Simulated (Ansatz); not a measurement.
# C₂H₆ (singlet): the correlation ladder, STO-3G

One table from this session's results is given with a row withheld; the runs are named, their logs left out.

Method: STO-3G, core rule «outside noble gas», up to 2 orbitals frozen; program: Ansatz 0.2.0, Gaussian basis.

Plan: UHF; CCSD(T) on RHF; BCCD(T) on RHF; CISD; CCSDT(Q) on RHF; CISDTQ; CCSDTQ on RHF; CASSCF and MRCISD+Q, 8 electrons in 8 orbitals; CASSCF and NEVPT2, 8 electrons in 8 orbitals; Full CI.

17 further runs of the same task are left out: 17 set aside as unsound or not needed.

## The system

The geometry is an MP2(full)/6-31G* stationary point (not a proven minimum).

8 atoms, charge 0, spin multiplicity 1.

Atoms are counted from 1 here; the program's logs count them from 0.

Bond lengths: C1–C2 1.524 Å, C1–H3 1.093 Å, C1–H4 1.093 Å, C1–H5 1.093 Å, C2–H6 1.093 Å, C2–H7 1.093 Å, C2–H8 1.093 Å. Angles: C2–C1–H3 111.2°, C2–C1–H4 111.2°, C2–C1–H5 111.2°, H3–C1–H4 107.7°, H3–C1–H5 107.7°, H4–C1–H5 107.7°, C1–C2–H6 111.2°, C1–C2–H7 111.2°, C1–C2–H8 111.2°, H6–C2–H7 107.7°, H6–C2–H8 107.7°, H7–C2–H8 107.7°.

The first run:

in.yaml reads:

```yaml
crystal:
  periodic: [false, false, false]
  atoms:
    - {symbol: C, position_ang: [0.000000, 0.000000, 0.762209]}
    - {symbol: C, position_ang: [0.000000, 0.000000, -0.762209]}
    - {symbol: H, position_ang: [0.000000, 1.018957, 1.157229]}
    - {symbol: H, position_ang: [-0.882443, -0.509479, 1.157229]}
    - {symbol: H, position_ang: [0.882443, -0.509479, 1.157229]}
    - {symbol: H, position_ang: [0.000000, -1.018957, -1.157229]}
    - {symbol: H, position_ang: [-0.882443, 0.509479, -1.157229]}
    - {symbol: H, position_ang: [0.882443, 0.509479, -1.157229]}
basis:
  gaussian: {orbitals: STO-3G}
magnetization: {spin_polarized: true, initial_magnetization: 0}
hamiltonian: {xc: hf}
output: {orbitals: {seedname: orbitals}}
```

Run with:

```sh
> ansatz run in.yaml --threads 1 --pin off --events-out ev --progress --plain --max-ram 3328MiB --backend cpu
```

Steps of the session up to this table: UHF; CCSD(T) on RHF; BCCD(T) on RHF; CISD; CCSDT(Q) on RHF; CISDTQ; CCSDTQ on RHF; CASSCF and MRCISD+Q, 8 electrons in 8 orbitals; CASSCF and NEVPT2, 8 electrons in 8 orbitals; Full CI.

One table of the session follows, with a row left open; its other results are not shown here.

| method | from FCI (meV) |
| --- | --- |
| RHF | +3976.3 |
| RMP2 | +1080.9 |
| CISD | +253.6 |
| RCCSD | +20.5 |
| RCCSD(T) | +7.0 |
| BCCD(T) | +7.0 |
| RCCSDT | ? |
| CISDTQ | +8.4 |
| RCCSDT(Q) | +0.4 |
| RCCSDTQ | 0.0 |
| CASSCF frontier | +2001.7 |
| NEVPT2 frontier | +560.8 |
| MRCISD frontier | +59.5 |
| MRCISD+Q frontier | -14.6 |
| FCI | 0 |

Q: Estimate the row for RCCSDT from the others.

The run gave: from FCI (meV): +3.0. In the column «from FCI (meV)» it lies between RCCSDT(Q) (+0.4) and RCCSD(T) (+7.0).

Limits of these values: MRCISD+Q frontier falls below full CI: the +Q correction isn't variational, and the cores differ from full CI's.
